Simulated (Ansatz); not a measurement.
Process, species as SMILES: O(F)F → F atom + [O]F (O-F)
B3LYP-D3(BJ)/def2-TZVP geometries, fixed; electronic energies without zero-point terms.
Largest species:
```
O
F 1 1.4020
F 1 1.4020 2 103.99
```
Charge 0, spin multiplicity 1.

Basis-set convergence of the bond dissociation energy at HF with Ansatz (a quantum-chemistry and plane-wave program). Cartesian d functions, on some or all atoms, in 6-31G**, 6-31+G*; all else is spherical. A restricted Hartree-Fock determinant is unstable towards unrestricted orbitals. Open shells are unrestricted. No added dispersion term, no relativity. Functions are those of the species that has most. Reference: the value in aug-pcseg-3, -24.50 kcal/mol, itself unsure by roughly 0.35 kcal/mol (its mean distance from aug-cc-pVQZ, cc-pV5Z, def2-QZVPPD). Deviations are taken from unrounded values.

```json
[
 {"basis": "STO-3G", "functions": "15", "bond dissociation energy (kcal/mol)": "1.72", "minus reference (kcal/mol)": "26.22"},
 {"basis": "3-21G", "functions": "27", "bond dissociation energy (kcal/mol)": "-21.79", "minus reference (kcal/mol)": "2.71"},
 {"basis": "cc-pVDZ", "functions": "42", "bond dissociation energy (kcal/mol)": "-28.89", "minus reference (kcal/mol)": "-4.39"},
 {"basis": "pcseg-1", "functions": "42", "bond dissociation energy (kcal/mol)": "-29.72", "minus reference (kcal/mol)": "-5.22"},
 {"basis": "6-31G**", "functions": "45", "bond dissociation energy (kcal/mol)": "-24.50", "minus reference (kcal/mol)": "0.00"},
 {"basis": "6-311G**", "functions": "54", "bond dissociation energy (kcal/mol)": "-29.27", "minus reference (kcal/mol)": "-4.77"},
 {"basis": "6-31+G*", "functions": "57", "bond dissociation energy (kcal/mol)": "-26.22", "minus reference (kcal/mol)": "-1.72"},
 {"basis": "6-311+G**", "functions": "66", "bond dissociation energy (kcal/mol)": "-29.14", "minus reference (kcal/mol)": "-4.64"},
 {"basis": "aug-pcseg-1", "functions": "69", "bond dissociation energy (kcal/mol)": "-25.13", "minus reference (kcal/mol)": "-0.63"},
 {"basis": "cc-pVTZ", "functions": "90", "bond dissociation energy (kcal/mol)": "-24.94", "minus reference (kcal/mol)": "-0.44"},
 {"basis": "pcseg-2", "functions": "90", "bond dissociation energy (kcal/mol)": "-24.52", "minus reference (kcal/mol)": "-0.02"},
 {"basis": "def2-TZVPP", "functions": "93", "bond dissociation energy (kcal/mol)": "-25.00", "minus reference (kcal/mol)": "-0.50"},
 {"basis": "6-311++G(3df,3pd)", "functions": "117", "bond dissociation energy (kcal/mol)": "-25.25", "minus reference (kcal/mol)": "-0.75"},
 {"basis": "jun-cc-pV(T+d)Z", "functions": "117", "bond dissociation energy (kcal/mol)": "-24.85", "minus reference (kcal/mol)": "-0.35"},
 {"basis": "aug-cc-pVTZ", "functions": "138", "bond dissociation energy (kcal/mol)": "-24.58", "minus reference (kcal/mol)": "-0.08"},
 {"basis": "aug-pcseg-2", "functions": "138", "bond dissociation energy (kcal/mol)": "-24.24", "minus reference (kcal/mol)": "0.26"},
 {"basis": "cc-pVQZ", "functions": "165", "bond dissociation energy (kcal/mol)": "-24.89", "minus reference (kcal/mol)": "-0.39"},
 {"basis": "pcseg-3", "functions": "180", "bond dissociation energy (kcal/mol)": "-24.54", "minus reference (kcal/mol)": "-0.04"}
]
```
